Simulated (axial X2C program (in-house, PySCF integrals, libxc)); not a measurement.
# Low determinants of NaAl⁺ at the PBE0 level, 2c

Computed with an in-house all-electron X2C program for linear molecules (integrals from PySCF). Two-component (2c) means X2C with spin–orbit coupling and atomic mean-field two-electron Coulomb and Gaunt terms. Basis: Al dyall-v3z [8s8p2d1f], Na dyall-cv3z [9s8p5d2f] (cores contracted in-house); Gaussian nuclei, density fitting, unrestricted open shells. Masses: Al 26.982 u, Na 22.990 u.

Search at 3.375 Å (vertical energies from the lowest determinant):

```tsv
ΔE (eV)	state	electrons beyond evenly filled partner blocks	electrons in ±ω = 1/2, 3/2, 5/2, 7/2
0.00	Ω = 1/2	ω = 1/2	19 4 0 0
0.94	Ω = 3/2	ω = 3/2	18 5 0 0
3.85	Ω = 5/2	2 × ω = 1/2, ω = 3/2	18 5 0 0
5.09	Ω = 3/2	3 × ω = 1/2	19 4 0 0
5.10	Ω = 1/2	2 × ω = -1/2, ω = 3/2	18 5 0 0
```

Lowest determinant, Ω = 1/2 (⟨Sz⟩ = 0.50, ⟨Lz⟩ = 0.00 at PBE0): Re = 3.363 Å, ωe = 134.6 cm⁻¹.

The determinant in row 2 of the search, Ω = 3/2 (⟨Sz⟩ = 0.50, ⟨Lz⟩ = 1.00 at PBE0), was followed along the bond at PBE0; measured from the minimum of the lowest determinant it gives:

Te = 0.937 eV (7556 cm⁻¹), Re = 3.229 Å, ωe = 111.0 cm⁻¹.

**Question.** Compare the bond of the determinant in row 2 with that of the lowest one.

**Answer.** At PBE0 its Re is 0.134 Å shorter and its force constant, which goes as ωe², is 0.68 times that of the lowest determinant. T0 ≈ Te + Δωe/2 = 7556 + (-12) = 7544 cm⁻¹.

The search compares states at one distance, so a state with another bond length can lie lower; it is not exhaustive and yields mostly the lowest determinant of each block pattern, so other components and higher states of one pattern are missing. These are energies of single determinants, not of spin-adapted states; PBE0 term energies can be off by some tenths of an eV, and the functional has no current term.
